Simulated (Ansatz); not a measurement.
# CH2Al (quartet): the correlation ladder, def2-QZVPP

One table from this session's results is given with a row withheld; the runs are named, their logs left out.

Program: Ansatz 0.2.0, Gaussian basis. Level of theory: def2-QZVPP, core rule «outside noble gas», up to 6 orbitals frozen. These are calculated values, not measurements.

Plan: UHF; ROHF; CCSD(T) on UHF.

2 further runs of the same task are left out: 2 set aside as unsound or not needed.

### The geometry

The geometry is a PBE0/def2-TZVP stationary point (not a proven minimum) of the parent state, kept for this charge and spin.

4 atoms, charge 0, spin multiplicity 4.

Atoms are counted from 1 here; the program's logs count them from 0.

Bond lengths: Al1–C2 1.970 Å, Al1–H3 1.584 Å, Al1–H4 1.584 Å. Angles: C2–Al1–H3 117.4°, C2–Al1–H4 117.4°, H3–Al1–H4 125.1°.

Set-up of the first run:

The input, in.yaml:

```yaml
crystal:
  periodic: [false, false, false]
  atoms:
    - {symbol: Al, position_ang: [0.000000, 0.000000, 0.541126]}
    - {symbol: C, position_ang: [0.000000, 0.000000, -1.428933]}
    - {symbol: H, position_ang: [0.000000, 1.405499, 1.270943]}
    - {symbol: H, position_ang: [0.000000, -1.405499, 1.270943]}
basis:
  gaussian: {orbitals: "def2-QZVPP.json"}
magnetization: {spin_polarized: true, initial_magnetization: 3}
hamiltonian: {xc: hf}
output: {orbitals: {seedname: orbitals}}
```

Launch:

```sh
$ ansatz run in.yaml --threads 1 --pin off --events-out ev --progress --plain --max-ram 2393MiB
```

Among the steps run: UHF; ROHF; CCSD(T) on UHF.

One table of the session follows, with a row left open; its other results are not shown here.

```
  method  from UCCSD(T) (kcal/mol)
    ROHF                   +127.37
     UHF                   +126.29
    UMP2                         ?
   UCCSD                     +3.83
UCCSD(T)                         0
```

**Question.** Estimate the row for UMP2.

The run gave: from UCCSD(T) (kcal/mol): +22.62. In the column «from UCCSD(T) (kcal/mol)» it lies between UCCSD (+3.83) and UHF (+126.29).
